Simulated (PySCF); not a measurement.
Compound: 3-oxetanone, C3H4O2.
SMILES with atom numbers: `[O:1]=[C:2]1[CH2:3][O:4][CH2:5]1`

Geometry (PBE0-D3(BJ)/def2-SVP, Å), atoms numbered from 1 in this order:
```
atom  x, y, z in Å
O1     0.568    1.596    1.147
C2     0.238    0.668    0.480
C3     0.824   -0.132   -0.678
O4    -0.341   -0.953   -0.687
C5    -0.965   -0.264    0.394
H6     1.753   -0.683   -0.443
H7     0.972    0.439   -1.613
H8    -1.131   -0.897    1.285
H9    -1.916    0.226    0.116
```

Probes without a nucleus sit at each ring's centroid and 1 Å off its mean plane on both sides; NICS is minus the shielding there, NICSzz its component along the normal. Level: GIAO KT2/pcSseg-2 (PySCF, non-relativistic, gas phase) on the PBE0-D3(BJ)/def2-SVP geometry, one conformer.

Ring bond lengths (Å): C2–C3 1.524, C3–O4 1.425, O4–C5 1.425, C5–C2 1.524.

**Question.** What do the NICS probes read (ppm)?

**Answer.** 
```json
{"ring": "C2–C3–O4–C5", "type": "4-membered ring with O; formal bonds all single", "NICS(0)": "7.3", "NICS(1), two faces": "1.3 / 1.3", "NICS(1)zz, two faces": "1.0 / 1.0", "rms pucker (Å)": "0.00", "centre to ring atoms, mean (Å)": "1.04"}
```

**Question.** What do they say, and how far can they be read as aromaticity?

**Answer.** 
- C2–C3–O4–C5: mean NICS(1)zz 1.0 ppm, near zero. C3, C5 have four or more neighbours, and the NICS criterion for π rings isn't applied. NICS(0) lies 6 ppm above the mean NICS(1).

**Question.** At the first NICS(1) probe listed for ring C2–C3–O4–C5, 1 Å off the ring, what do the in-plane components average?

**Answer.** The isotropic value is a third of the trace: (3 × 1.3 − (1.0))/2 = 1.5 ppm.

**Question.** List the ring angles.

**Answer.** 
- C2–C3–O4–C5: C2 86.6°, C3 89.6°, O4 94.3°, C5 89.6°; sum 360.0° against 360° for a flat convex ring.

**Question.** What are the shieldings of the ring atoms and their hydrogens in the same run (means over atoms taken as equivalent)?

**Answer.** 
```tsv
atoms	environment	σ isotropic (ppm)	principal values of the symmetric part, first atom (ppm)
C2	ketone carbonyl carbon	-19.6	-94.4, -44.7, 80.4
C3 (×2)	sp3 carbon bound to oxygen	85.6	28.7, 84.1, 143.8
O4	cyclic ether oxygen	330.9	291.9, 319.2, 381.6
H6 (×4)	methylene hydrogen	25.69	22.7, 24.3, 30.0
```

**Question.** How do the values depend on the level or the medium?

**Answer.** 
| level | NICS(0), C2–C3–O4–C5 | mean NICS(1)zz, C2–C3–O4–C5 |
| --- | --- | --- |
| KT2/pcSseg-2, gas | 7.3 | 1.0 |
| PBE0/pcSseg-1, gas | 7.0 | 0.2 |

The geometry is the same throughout.

On one thread of an Arm Neoverse V1 (shared host), this took 31 s of wall time and 0.72 GiB of memory at its peak. This is the whole shielding run at KT2/pcSseg-2, SCF included.
